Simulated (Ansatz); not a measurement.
in.yaml

```yaml
crystal:
  periodic: [false, false, false]
  atoms:
    - {symbol: Si, position_ang: [0.000000, -0.156972, 0.087314]}
    - {symbol: H, position_ang: [0.000000, 3.463587, -3.610276]}
    - {symbol: H, position_ang: [0.000000, 0.910332, 1.177326]}
basis:
  gaussian: {orbitals: cc-pVDZ}
magnetization: {spin_polarized: true, initial_magnetization: 0}
correlation: {method: ccsdt_q_b, electrons: valence}
scf: {lower_state_search: light}
output: {forces: true}
```

```sh
$ ansatz run in.yaml --threads 1 --pin off --events-out ev --progress --plain --max-ram 2393MiB
```

(1) Roughly how long does this take on 1 thread of Arm Neoverse V1, shared host, and how much host memory?

```
464 factors; integrals over basis functions are off by at most 1.8e-7 eV
mean field evaluation 1: about -7882.2227 eV, gradient 1.0e1 eV
mean field evaluation 2: about -7882.2229 eV, gradient 1.0e1 eV
mean field evaluation 4: about -7882.8356 eV, gradient 7.2e0 eV
mean field evaluation 8: about -7883.2977 eV, gradient 4.3e0 eV
mean field evaluation 16: about -7885.0844 eV, gradient 1.6e-4 eV
mean field evaluation 32: about -7889.3569 eV, gradient 3.3e-7 eV
mean field evaluation 64: about -7885.0844 eV, gradient 1.5e-2 eV
mean field evaluation 96: about -7889.3569 eV, gradient 3.7e-5 eV
mean field evaluation 128: about -7889.3569 eV, gradient 1.8e-3 eV
mean field evaluation 160: about -7889.3563 eV, gradient 7.3e-3 eV
...
cycle  18  -2.48833613 eV  change   1.8e-10 eV  update   1.5e-8
cycle  19  -2.48833613 eV  change  -8.7e-10 eV  update   4.6e-9
cycle  20  -2.48833613 eV  change  -5.1e-10 eV  update   6.9e-9
cycle  21  -2.48833613 eV  change  -1.6e-10 eV  update   8.7e-9
cycle  22  -2.48833613 eV  change  -1.9e-11 eV  update   3.2e-9
cycle  23  -2.48833613 eV  change   9.4e-11 eV  update   1.3e-9
cycle  24  -2.48833613 eV  change   2.0e-11 eV  update   1.7e-9
cycle  25  -2.48833613 eV  change  -1.5e-11 eV  update   1.0e-9
cycle  26  -2.48833613 eV  change  -7.8e-12 eV  update  7.8e-10
cycle  27  -2.48833613 eV  change   1.8e-12 eV  update  3.1e-10
perturbative correction -0.00122682 eV, -0.0000450848 hartree
the calculation of the forces begins
Total energy: -7891.84649727 eV, -290.0200094888 hartree
Atom 0 at     0.000000    -0.156972     0.087314 Å, force     0.000000    -0.160342    -0.167589 eV/Å
Atom 1 at     0.000000     3.463587    -3.610276 Å, force    -0.000000    -0.001914     0.001986 eV/Å
Atom 2 at     0.000000     0.910332     1.177326 Å, force     0.000000     0.162256     0.165603 eV/Å
Dipole moment:    -0.000000     0.018945     0.021816 e Å
```

Forces (eV/Å):
```
Si   0.000 -0.160 -0.168
H    0.000 -0.002  0.002
H    0.000  0.162  0.166
```

## Answers

(1) 31 s wall and 0.22 GiB.
